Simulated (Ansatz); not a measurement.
A made-up structure of C2H4N, doublet:

```xyz
7
angstrom
C -0.6950 0.3882 -0.3519
C 1.4375 -0.4955 0.4928
N 0.2089 -0.5038 0.4018
H -1.3973 0.8661 0.3347
H -0.1333 1.1563 -0.8945
H -1.2868 -0.1985 -1.0579
H 1.8836 -1.2420 1.0989
```

It is relaxed with PBE-D4/def2-SVP and then PBE0-D4/def2-TZVP (Ansatz 0.2.0). Atoms count as bonded within 1.22 times the sum of their covalent radii (H–H: 0.88 Å). The end point is not checked to be a true minimum.

**Question.** Does its bonding change? (A judgement: the text doesn't fix the answer.)

**Answer.** By the calculation: No: no bond forms or breaks.

Where it ends: The first stage lowers the energy by 0.12 eV in 5 steps. It ends as C₂H₄N ([CH][N][CH3]):
```json
{"atom": "C1", "x (Å)": "-0.6863", "y (Å)": "0.3856", "z (Å)": "-0.3493"}
{"atom": "C2", "x (Å)": "1.3655", "y (Å)": "-0.5067", "z (Å)": "0.4959"}
{"atom": "N3", "x (Å)": "0.1470", "y (Å)": "-0.5157", "z (Å)": "0.4055"}
{"atom": "H4", "x (Å)": "-1.3857", "y (Å)": "0.8737", "z (Å)": "0.3324"}
{"atom": "H5", "x (Å)": "-0.1050", "y (Å)": "1.1432", "z (Å)": "-0.8823"}
{"atom": "H6", "x (Å)": "-1.2753", "y (Å)": "-0.1932", "z (Å)": "-1.0635"}
{"atom": "H7", "x (Å)": "1.9573", "y (Å)": "-1.2161", "z (Å)": "1.0851"}
```

Labels in which every atom is bracketed show which atoms are joined, not bond orders.

For scale, one of the runs: PBE0-D4/def2-TZVP relaxation, 117 basis functions, launched by `ansatz run in.yaml --threads 2 --pin off --events-out ev --progress --plain --max-ram 4352MiB`. Hardware: 2 CPU threads of an Intel Xeon 6975P-C, shared host. Wall time about 8.5 s.
